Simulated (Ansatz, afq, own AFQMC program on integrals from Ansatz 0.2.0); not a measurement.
## AlNH₃, doublet: AFQMC among the cluster methods

```xyz
5

Al    0.0000    0.0000    0.5851
N     0.0000    0.0000   -1.1592
H     0.0000    1.4073    1.3050
H     0.0000   -1.4073    1.3050
H     0.0000    0.0000   -2.1640
```

Connectivity, by distances: AlH2–NH.

Basis cc-pVDZ. Only valence electrons are correlated. Integrals, coupled cluster, full CI and functionals: Ansatz 0.2.0; the random walks run on the same integrals in our own AFQMC program. ph-AFQMC/CISD is guided by a CISD state made of CCSD amplitudes; releasing the constraint for a short imaginary time cuts its bias at the price of noise, slowly where states lie close. Uncertainties: one standard error, sampling alone.

Determinant: UHF, the one that the program's search chose, which needn't be the lowest solution. The geometry is a point of a scan.

No full CI on the walks' own integrals is used here; CCSDT(Q) serves as the reference and is uncertain by about the last step of the cluster series.

Cautions: the ph-AFQMC/CISD walk drifts between its halves (2.0 errors).

- T1 diagnostic: 0.0191
- weight of the determinant in the CISD state: 0.894
- ⟨S²⟩ of the determinant: 0.764
- size of the correlated space: 11 electrons in 41 orbitals

Reference: CCSDT(Q), correlation energy -6.561 eV. The released energy is read at 2.40 1/Eh (meV from the phaseless value at times in 1/Eh: -6 ± 12 at 0.24, 6 ± 11 at 0.51, -1 ± 12 at 0.99, 1 ± 11 at 1.62, -1 ± 17 at 2.40).

```json
{"level": "HF", "E − E(reference) (kcal/mol)": "151.30", "share of correlation (%)": "0.00"}
{"level": "MP2", "E − E(reference) (kcal/mol)": "24.54", "share of correlation (%)": "83.78"}
{"level": "CCSD", "E − E(reference) (kcal/mol)": "3.93", "share of correlation (%)": "97.40"}
{"level": "CCSD(T)", "E − E(reference) (kcal/mol)": "0.89", "share of correlation (%)": "99.41"}
{"level": "CCSDT", "E − E(reference) (kcal/mol)": "0.28", "share of correlation (%)": "99.81"}
{"level": "ph-AFQMC/HF", "E − E(reference) (kcal/mol)": "1.31 ± 1.08", "share of correlation (%)": "99.13"}
{"level": "ph-AFQMC/CISD", "E − E(reference) (kcal/mol)": "-0.07 ± 0.23", "share of correlation (%)": "100.05"}
{"level": "released AFQMC", "E − E(reference) (kcal/mol)": "-0.09 ± 0.39", "share of correlation (%)": "100.06"}
```

A walk keeps the symmetry of its determinant, which the program's search chose and which needn't be the lowest solution, so a lower state of the same spin and another symmetry isn't excluded. Released energies are given only where the last usable release times agree within the noise; a slower fall can still hide under it.
